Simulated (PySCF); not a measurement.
## Orbital picture of AlN

TPSSh at R = 1.792 Å; PySCF, no relativity, basis sets Al def2-TZVPPD, N def2-TZVPPD. State: ³Π (triplet), unpaired electrons σ ↑, π ↑. Only the outer orbitals are listed, counted within each symmetry.

```
spin  orbital  occ.  ε (eV)  on Al (%)           main shells (%)
   α       5σ     1  -20.26         12                    86 N s
   α       6σ     1   -9.59         40           54 N p, 39 Al s
   α       2π     1   -8.14         12            88 N p, 8 Al p
   α       7σ     1   -6.72         72  42 Al s, 29 Al p, 23 N p
   α       2π     1   -6.71         17           82 N p, 14 Al p
   α       3π     0   -1.98         94                   88 Al p
   α       3π     0   -1.67         91    82 Al p, 9 Al d, 8 N p
   α       8σ     0    0.06         67  36 Al d, 32 N s, 26 Al p
   β       5σ     1  -17.47         17            82 N s, 9 Al s
   β       6σ     1   -7.61         74           73 Al s, 19 N p
   β       2π     1   -6.01         24           76 N p, 20 Al p
   β       7σ     0   -3.95         43   46 N p, 31 Al p, 11 N s
   β       2π     0   -3.89         44           56 N p, 41 Al p
   β       3π     0   -1.30         87           78 Al p, 13 N p
```

Task: Which are the highest filled and the lowest empty level, where do they sit, and how wide is the gap?

Result: Highest filled β 2π at -6.01 eV (in %: 76 N p, 20 Al p); lowest empty β 7σ at -3.95 eV (in %: 46 N p, 31 Al p, 11 N s); the gap at TPSSh is 2.06 eV.

| Item | Value |
| --- | --- |
| bond order (Mayer) | 1.71 |
| ⟨S²⟩ | 2.020 |
| charge on Al (Mulliken, basis-dependent) | 0.30 |
| charge on Al (Löwdin, basis-dependent) | 0.29 |
| dipole moment (positive dipole means Al(−)N(+)) | -2.70 D |

The state is the lowest determinant that a PBE0 search found; another state may lie lower at other levels.
